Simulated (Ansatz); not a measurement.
## CCSD(T) forces

C2H3S (SMILES [CH+]1CS1) (charge +1), singlet, displaced at random from a GFN2-xTB minimum.

```xyz
6
angstrom
C -0.4063 -0.7683 -0.2893
C 0.1214 0.5277 0.0962
S 0.6909 -1.1172 0.9546
H -0.8902 -1.2337 -0.8909
H 0.9564 1.0708 -0.5757
H -0.4046 1.3773 0.8322
```

Computed with Ansatz 0.2.0 (basis: def2-TZVPP); correlated methods freeze the cores.

CCSD(T) forces from the calculation:
```csv
atom,Fx,Fy,Fz (eV/Å)
C1,7.840,5.691,9.362
C2,0.957,3.631,0.464
S3,-1.657,0.666,-1.854
H4,-6.218,-5.716,-7.401
H5,-1.912,-1.534,1.407
H6,0.990,-2.738,-1.978
```

(1) Which atom feels the largest CCSD(T) force, and how large is it?

The T1 diagnostic stays at or below 0.028. The T1 diagnostic is large here, which may signal multireference character or strong orbital relaxation, so CCSD(T) is less sure. The restricted Hartree–Fock reference is unstable towards an unrestricted one here. These are differences at one structure, and CCSD(T) in triple zeta is itself an approximation.

## Answers

(1) C1, 13.47 eV/Å, along (0.58, 0.42, 0.69).

Root-mean-square difference of the force components from those of CCSD(T): PBE0-D4 0.366; wB97M-V 0.320; r2SCAN-D4 0.279; PBE-D4 0.269; CAM-B3LYP-D4 0.372; LC-wPBE 0.626 eV/Å.

For scale, one of the runs: CCSD(T)/def2-TZVPP forces, 146 basis functions (an equivalent command: `ansatz run in.yaml --threads 4`). Hardware: 4 CPU threads, shared host. Wall time 33 s; peak host memory 1.6 GiB.
